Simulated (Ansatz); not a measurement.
Geometry optimisation, RKS B3LYP-D4/def2-SVP (Ansatz 0.2.0).

input.yaml

```yaml
crystal:
  periodic: [false, false, false]
  atoms:
    - { symbol: Al, position_ang: [0.0, 0.0, 0.0] }
    - { symbol: F, position_ang: [0.0, 0.0, 1.69] }
    - { symbol: H, position_ang: [1.351, 0.0, -0.78] }
    - { symbol: H, position_ang: [-1.351, 0.0, -0.78] }
basis:
  gaussian: { orbitals: def2-SVP }
hamiltonian:
  xc: b3lyp
  dispersion: d4
relax:
  f_tol: 0.02
  max_steps: 40
```

Run as:

```bash
$ ansatz run input.yaml --threads 1 --pin off --max-ram 2048MiB --backend cpu --events-out ev --progress --plain --runs-dir out
```

Problem. Where does it end, and by what steps?

Solution. The run converged. After 3 steps the energy has fallen by 0.029 eV; H3 moved furthest, 0.07 Å.

```tsv
step	energy less start (eV)	largest force component (eV/Å)	accepted
0	0.0000	0.661	yes
1	-0.0270	0.324	yes
2	-0.0288	0.081	yes
3	-0.0289	0.002	yes
```

```xyz
4
Properties=species:S:1:pos:R:3
Al 0.000 0.000 -0.028
F 0.000 0.000 1.640
H 1.406 0.000 -0.741
H -1.406 0.000 -0.741
```

The run took 3.8 s on 1 thread of Arm Neoverse V1 (shared host), peak memory 0.099 GiB.
